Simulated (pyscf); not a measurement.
C₃H₂O (SMILES O=c1cc1) + H• (SMILES [H]) → C₃HO (SMILES O=c1[c]c1) [doublet] + H₂ (SMILES [H][H]), a hydrogen abstraction (doublet surface; C–H broken, H–H formed). Optimised with ωB97X-D3(BJ)/def2-SVP in PySCF. Energies in kJ/mol from the separated reactants.

Small-basis levels: PySCF, no dispersion term, spherical d functions. Open shells are spin-unrestricted. 

**Question.** In single points BP86/6-31G* puts the saddle at -6.0 kJ/mol and the reaction energy at -48.5 kJ/mol. Should these be trusted to within a few kcal/mol? Compare with ωB97M-D3(BJ)/def2-TZVP.

**Answer.** ωB97M-D3(BJ)/def2-TZVP gives ΔE‡ = 49.2 kJ/mol and ΔE = -20.7 kJ/mol. BP86/6-31G* lies 55.2 kJ/mol under it in the barrier and 27.9 kJ/mol under it in the reaction energy, so on this step it does not hold to within 12.6 kJ/mol. At BP86/6-31G* this geometry lies under one side, so its ΔE‡ may be no barrier of that level. ωB97M-D3(BJ)/def2-TZVP has limits of its own. One saddle was located; it need not be the lowest between these sides. The angle at the transferred H is 172°.
